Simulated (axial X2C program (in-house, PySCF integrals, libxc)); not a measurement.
Estimating the spin–orbit splitting of the π levels of MgCl⁻

All values were computed with an axial X2C code built on PySCF integrals. Spin-free means the one-electron spin-free X2C Hamiltonian; two-component (2c) means X2C with spin–orbit coupling and atomic mean-field two-electron Coulomb and Gaunt terms, so the difference of the two also holds small scalar two-electron terms. Basis: Cl dyall-av3z [9s8p3d2f], Mg dyall-av3z [10s9p6d4f] (cores contracted in-house); Gaussian nuclei, density fitting, unrestricted open shells. Masses: Cl 34.969 u, Mg 23.985 u.

Hartree–Fock at 2.390 Å, closed shell. Valence p splittings ε(p3/2) − ε(p1/2) of spherical Dirac–Hartree–Fock atoms with fractionally filled p shells: Cl 3p 0.140 eV.

```
filled π level (eV), spin-free  Mg p share  Cl p share
                         -6.85        0.03        0.89
```

Q: In first order a p shell splits by 3ζ/2 and a π orbital by ζ. Estimate the splitting of each π level from the shares.

A: level -6.85 eV: (2/3) × (0.89 × 0.140) = 0.08 eV.

The two-component Hartree–Fock calculation gives:

| ε(ω = 1/2) (eV) | σ share of it | ε(ω = 3/2) (eV) | splitting (eV) | estimate (eV) |
| --- | --- | --- | --- | --- |
| -6.889 | 0.00 | -6.803 | 0.09 | 0.08 |

The estimate leaves out the mixing of π1/2 with σ1/2 levels, which pushes the ω = 1/2 spinor up or down, the d and f parts of the orbital, small shares of the strongly split outer-core p shell of a metal, the Gaunt term (absent from the atomic values), and the change of the atomic p orbitals with charge; Löwdin shares depend on the basis.
